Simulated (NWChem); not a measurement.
System: nitrogen (N2); SMILES N#N

NWChem printed, in part:

```
             Northwest Computational Chemistry Package (NWChem) 7.3.0
             --------------------------------------------------------

                             Geometry "geometry" -> ""
                             -------------------------

 Output coordinates in angstroms (scale by  1.889725989 to convert to a.u.)

  No.       Tag          Charge          X              Y              Z
 ---- ---------------- ---------- -------------- -------------- --------------
    1 N                    7.0000     0.00000000     0.00000000     0.54473800
    2 N                    7.0000     0.00000000     0.00000000    -0.54473800

 Effective nuclear repulsion energy (a.u.)      23.8001435562

                                 NWChem DFT Module
                                 -----------------

 Summary of "ao basis" -> "ao basis" (spherical)
 ------------------------------------------------------------------------------
       Tag                 Description            Shells   Functions and Types
 ---------------- ------------------------------  ------  ---------------------
 N                          def2-svp                 6       14   3s2p1d

            General Information
            -------------------
          SCF calculation type: DFT
          Wavefunction type:  closed shell.
          No. of atoms     :     2
          No. of electrons :    14
           Alpha electrons :     7
            Beta electrons :     7
          Charge           :     0
          Spin multiplicity:     1
          Use of symmetry is: off; symmetry adaption is: off
          Maximum number of iterations: 150
          AO basis - number of functions:    28
                     number of shells:    12
          Convergence on energy requested:  1.00D-06
          Convergence on density requested:  1.00D-05
          Convergence on gradient requested:  5.00D-04

              XC Information
              --------------
                        Slater Exchange Functional  1.000 local
                      VWN V Correlation Functional  1.000 local

             Grid Information
             ----------------
          Grid used for XC integration:  medium
          Radial quadrature: Mura-Knowles
          Angular quadrature: Lebedev.
          Tag              B.-S. Rad. Rad. Pts. Rad. Cut. Ang. Pts.
          ---              ---------- --------- --------- ---------
          N                   0.65       49           5.0       434
          Grid pruning is: on
          Number of quadrature shells:    98
          Spatial weights used:  Erf1

      Superposition of Atomic Density Guess
      -------------------------------------

 Sum of atomic energies:        -108.48836318

      Non-variational initial energy
      ------------------------------

 Total energy =    -109.042254
 1-e energy   =    -194.155236
 2-e energy   =      61.312839
 HOMO         =      -0.427390
 LUMO         =       0.033726

   convergence    iter        energy       DeltaE   RMS-Dens  Diis-err
 ---------------- ----- ----------------- --------- --------- ---------
 d= 0,ls=0.0,diis     1   -108.5344160514 -1.32D+02  1.67D-02  2.92D-01
 d= 0,ls=0.0,diis     2   -108.5497445316 -1.53D-02  7.59D-03  4.92D-02
 d= 0,ls=0.0,diis     3   -108.5550290669 -5.28D-03  2.20D-03  7.21D-03
 d= 0,ls=0.0,diis     4   -108.5559321214 -9.03D-04  9.71D-05  3.77D-06
 d= 0,ls=0.0,diis     5   -108.5559325327 -4.11D-07  1.03D-05  3.10D-08
 d= 0,ls=0.0,diis     6   -108.5559325359 -3.13D-09  1.84D-07  9.19D-12

         Total DFT energy =     -108.555932535870
      One electron energy =     -194.663153914373
           Coulomb energy =       75.106777441219
    Exchange-Corr. energy =      -12.799699618870
 Nuclear repulsion energy =       23.800143556155

 Numeric. integr. density =       14.000000515599

                       DFT Final Molecular Orbital Analysis
                       ------------------------------------

 Vector    5  Occ=2.000000D+00  E=-4.332622D-01
              MO Center= -5.5D-13, -1.0D-14,  2.3D-08, r^2= 8.7D-01
   Bfn.  Coefficient  Atom+Function         Bfn.  Coefficient  Atom+Function
  ----- ------------  ---------------      ----- ------------  ---------------
     4      0.454345  1 N  px                18      0.454345  2 N  px
     7     -0.235270  1 N  px                21     -0.235270  2 N  px
    13     -0.035688  1 N  d  1              27      0.035688  2 N  d  1

 Vector    6  Occ=2.000000D+00  E=-4.332622D-01
              MO Center= -5.7D-14, -6.5D-15,  2.3D-08, r^2= 8.7D-01
   Bfn.  Coefficient  Atom+Function         Bfn.  Coefficient  Atom+Function
  ----- ------------  ---------------      ----- ------------  ---------------
     5      0.454345  1 N  py                19      0.454345  2 N  py
     8     -0.235270  1 N  py                22     -0.235270  2 N  py
    11      0.035688  1 N  d -1              25     -0.035688  2 N  d -1

 Vector    7  Occ=2.000000D+00  E=-3.717213D-01
              MO Center=  7.2D-13,  1.9D-14, -1.3D-07, r^2= 1.3D+00
   Bfn.  Coefficient  Atom+Function         Bfn.  Coefficient  Atom+Function
  ----- ------------  ---------------      ----- ------------  ---------------
     6      0.449901  1 N  pz                20     -0.449901  2 N  pz
     3     -0.308355  1 N  s                 17     -0.308355  2 N  s
     9     -0.187661  1 N  pz                23      0.187661  2 N  pz
     2     -0.129635  1 N  s                 16     -0.129635  2 N  s
     1     -0.074666  1 N  s                 15     -0.074666  2 N  s

 Vector    8  Occ=0.000000D+00  E=-6.637756D-02
              MO Center=  3.9D-13, -2.1D-15, -2.3D-08, r^2= 1.2D+00
   Bfn.  Coefficient  Atom+Function         Bfn.  Coefficient  Atom+Function
  ----- ------------  ---------------      ----- ------------  ---------------
     7     -0.539157  1 N  px                21      0.539157  2 N  px
     4      0.516847  1 N  px                18     -0.516847  2 N  px

 Vector    9  Occ=0.000000D+00  E=-6.637756D-02
              MO Center= -4.9D-14,  4.1D-14, -2.3D-08, r^2= 1.2D+00
   Bfn.  Coefficient  Atom+Function         Bfn.  Coefficient  Atom+Function
  ----- ------------  ---------------      ----- ------------  ---------------
     8     -0.539157  1 N  py                22      0.539157  2 N  py
     5      0.516847  1 N  py                19     -0.516847  2 N  py

 Vector   10  Occ=0.000000D+00  E= 4.601351D-01
              MO Center= -2.2D-12, -5.6D-14,  2.6D-08, r^2= 1.6D+00
   Bfn.  Coefficient  Atom+Function         Bfn.  Coefficient  Atom+Function
  ----- ------------  ---------------      ----- ------------  ---------------
     2      1.159798  1 N  s                 16      1.159798  2 N  s
     3     -0.876135  1 N  s                 17     -0.876135  2 N  s
     9      0.362260  1 N  pz                23     -0.362260  2 N  pz
     1      0.195244  1 N  s                 15      0.195244  2 N  s
    12      0.037629  1 N  d  0              26      0.037629  2 N  d  0

     Multipole analysis of the density
     ---------------------------------

     L   x y z        total         alpha         beta         nuclear
     -   - - -        -----         -----         ----         -------
     0   0 0 0     -0.000000     -7.000000     -7.000000     14.000000

     1   1 0 0      0.000000      0.000000      0.000000      0.000000
     1   0 1 0      0.000000      0.000000      0.000000      0.000000
     1   0 0 1     -0.000000     -0.000000     -0.000000      0.000000

     2   2 0 0     -7.437569     -3.718784     -3.718784      0.000000
     2   1 1 0      0.000000      0.000000      0.000000      0.000000
     2   1 0 1      0.000000      0.000000      0.000000      0.000000
     2   0 2 0     -7.437569     -3.718784     -3.718784      0.000000
     2   0 1 1     -0.000000     -0.000000     -0.000000      0.000000
     2   0 0 2     -8.764388    -11.799925    -11.799925     14.835461

                                 NWChem DFT Module
                                 -----------------

            General Information
            -------------------
          SCF calculation type: DFT
          Wavefunction type:  spin polarized.
          No. of atoms     :     2
          No. of electrons :    13
           Alpha electrons :     7
            Beta electrons :     6
          Charge           :     1
          Spin multiplicity:     2
          Use of symmetry is: off; symmetry adaption is: off
          Maximum number of iterations: 150
          AO basis - number of functions:    28
                     number of shells:    12
          Convergence on energy requested:  1.00D-06
          Convergence on density requested:  1.00D-05
          Convergence on gradient requested:  5.00D-04

              XC Information
              --------------
                        Slater Exchange Functional  1.000 local
                      VWN V Correlation Functional  1.000 local

             Grid Information
             ----------------
          Grid used for XC integration:  medium
          Radial quadrature: Mura-Knowles
          Angular quadrature: Lebedev.
          Tag              B.-S. Rad. Rad. Pts. Rad. Cut. Ang. Pts.
          ---              ---------- --------- --------- ---------
          N                   0.65       49           5.0       434
          Grid pruning is: on
          Number of quadrature shells:    98
          Spatial weights used:  Erf1

      Superposition of Atomic Density Guess
      -------------------------------------

 Sum of atomic energies:        -108.48836318

 Renormalizing density from      14.00 to     13

      Non-variational initial energy
      ------------------------------

 Total energy =    -103.620179
 1-e energy   =    -180.287005
 2-e energy   =      52.866683
 HOMO         =      -0.966297
 LUMO         =      -0.506249

   convergence    iter        energy       DeltaE   RMS-Dens  Diis-err
 ---------------- ----- ----------------- --------- --------- ---------
 d= 0,ls=0.0,diis     1   -107.9656139178 -1.32D+02  6.16D-03  9.05D-02
                                                     7.44D-03  8.69D-02
 d= 0,ls=0.0,diis     2   -107.9826901433 -1.71D-02  1.30D-03  1.15D-03
                                                     1.62D-03  1.52D-03
 d= 0,ls=0.0,diis     3   -107.9831309817 -4.41D-04  3.82D-04  3.91D-04
                                                     3.86D-04  3.21D-04
 d= 0,ls=0.0,diis     4   -107.9832900851 -1.59D-04  5.84D-05  1.13D-06
                                                     3.61D-05  3.65D-07
 d= 0,ls=0.0,diis     5   -107.9832904536 -3.68D-07  8.03D-06  4.96D-08
                                                     1.25D-05  6.76D-08
 d= 0,ls=0.0,diis     6   -107.9832904843 -3.07D-08  1.76D-06  1.10D-09
                                                     4.27D-06  1.06D-09

         Total DFT energy =     -107.983290484281
      One electron energy =     -188.357600405619
           Coulomb energy =       68.952956568948
    Exchange-Corr. energy =      -12.378790203765
 Nuclear repulsion energy =       23.800143556155

 Numeric. integr. density =       13.000000348292

                    DFT Final Alpha Molecular Orbital Analysis
                    ------------------------------------------

 Vector    5  Occ=1.000000D+00  E=-8.591554D-01
              MO Center= -3.5D-11, -3.5D-11, -2.5D-05, r^2= 8.0D-01
   Bfn.  Coefficient  Atom+Function         Bfn.  Coefficient  Atom+Function
  ----- ------------  ---------------      ----- ------------  ---------------
     4      0.348060  1 N  px                 5      0.346807  1 N  py
    18      0.348080  2 N  px                19      0.346826  2 N  py
     7     -0.141303  1 N  px                 8     -0.140794  1 N  py
    21     -0.141313  2 N  px                22     -0.140804  2 N  py

 Vector    6  Occ=1.000000D+00  E=-8.591554D-01
              MO Center=  3.6D-12, -4.3D-12, -2.5D-05, r^2= 8.0D-01
   Bfn.  Coefficient  Atom+Function         Bfn.  Coefficient  Atom+Function
  ----- ------------  ---------------      ----- ------------  ---------------
     4      0.346807  1 N  px                 5     -0.348060  1 N  py
    18      0.346826  2 N  px                19     -0.348080  2 N  py
     7     -0.140794  1 N  px                 8      0.141303  1 N  py
    21     -0.140804  2 N  px                22      0.141313  2 N  py

 Vector    7  Occ=1.000000D+00  E=-8.392600D-01
              MO Center=  3.1D-11,  3.9D-11,  1.9D-04, r^2= 1.2D+00
   Bfn.  Coefficient  Atom+Function         Bfn.  Coefficient  Atom+Function
  ----- ------------  ---------------      ----- ------------  ---------------
     6      0.478391  1 N  pz                20     -0.478346  2 N  pz
     3     -0.241863  1 N  s                 17     -0.241772  2 N  s
     2     -0.205131  1 N  s                 16     -0.205023  2 N  s
     9     -0.147810  1 N  pz                23      0.147799  2 N  pz
     1     -0.093265  1 N  s                 15     -0.093217  2 N  s

 Vector    8  Occ=0.000000D+00  E=-4.951572D-01
              MO Center=  3.7D-12,  3.6D-12,  2.4D-05, r^2= 1.0D+00
   Bfn.  Coefficient  Atom+Function         Bfn.  Coefficient  Atom+Function
  ----- ------------  ---------------      ----- ------------  ---------------
     5      0.403104  1 N  py                19     -0.403092  2 N  py
     4      0.399799  1 N  px                18     -0.399788  2 N  px
     8     -0.311946  1 N  py                22      0.311936  2 N  py
     7     -0.309388  1 N  px                21      0.309379  2 N  px

 Vector    9  Occ=0.000000D+00  E=-4.951572D-01
              MO Center= -7.5D-13, -1.1D-14,  2.4D-05, r^2= 1.0D+00
   Bfn.  Coefficient  Atom+Function         Bfn.  Coefficient  Atom+Function
  ----- ------------  ---------------      ----- ------------  ---------------
     4      0.403104  1 N  px                18     -0.403092  2 N  px
     5     -0.399799  1 N  py                19      0.399788  2 N  py
     7     -0.311946  1 N  px                21      0.311936  2 N  px
     8      0.309388  1 N  py                22     -0.309379  2 N  py

 Vector   10  Occ=0.000000D+00  E= 9.601721D-02
              MO Center=  1.1D-13,  1.4D-13, -5.7D-05, r^2= 1.8D+00
   Bfn.  Coefficient  Atom+Function         Bfn.  Coefficient  Atom+Function
  ----- ------------  ---------------      ----- ------------  ---------------
     3      3.971111  1 N  s                 17     -3.971481  2 N  s
     9     -2.484146  1 N  pz                23     -2.484308  2 N  pz
     2      0.523107  1 N  s                 16     -0.522632  2 N  s
     6      0.379479  1 N  pz                20      0.379469  2 N  pz
     1      0.159646  1 N  s                 15     -0.159568  2 N  s

                     DFT Final Beta Molecular Orbital Analysis
                     -----------------------------------------

 Vector    4  Occ=1.000000D+00  E=-8.726755D-01
              MO Center=  5.9D-13,  9.8D-13, -1.3D-04, r^2= 1.2D+00
   Bfn.  Coefficient  Atom+Function         Bfn.  Coefficient  Atom+Function
  ----- ------------  ---------------      ----- ------------  ---------------
     2      0.469218  1 N  s                 16     -0.469249  2 N  s
     3      0.379790  1 N  s                 17     -0.379826  2 N  s
     6     -0.219835  1 N  pz                20     -0.219917  2 N  pz
     1      0.208141  1 N  s                 15     -0.208154  2 N  s
     9      0.056897  1 N  pz                23      0.056922  2 N  pz

[...]
```

Level: LDA (Slater exchange, VWN5)/def2-SVP, vertical spin-unrestricted ions. The geometry was optimised at PBE0-D3(BJ)/def2-TZVP.

Task: Write an input that gives this output.

Result: One answer among several that fit: the input that was run:
```
start job
memory heap 200 mb stack 900 mb global 1100 mb
geometry units angstroms noautosym nocenter noautoz
  N      0.000000     0.000000     0.544738
  N      0.000000     0.000000    -0.544738
end
basis spherical
  * library def2-svp
end
dft
  xc slater vwn_5
  iterations 150
  vectors input atomic output neutral.movecs
end
task dft energy
charge 1
dft
  odft
  mult 2
  vectors input atomic output cation.movecs
end
task dft energy
```
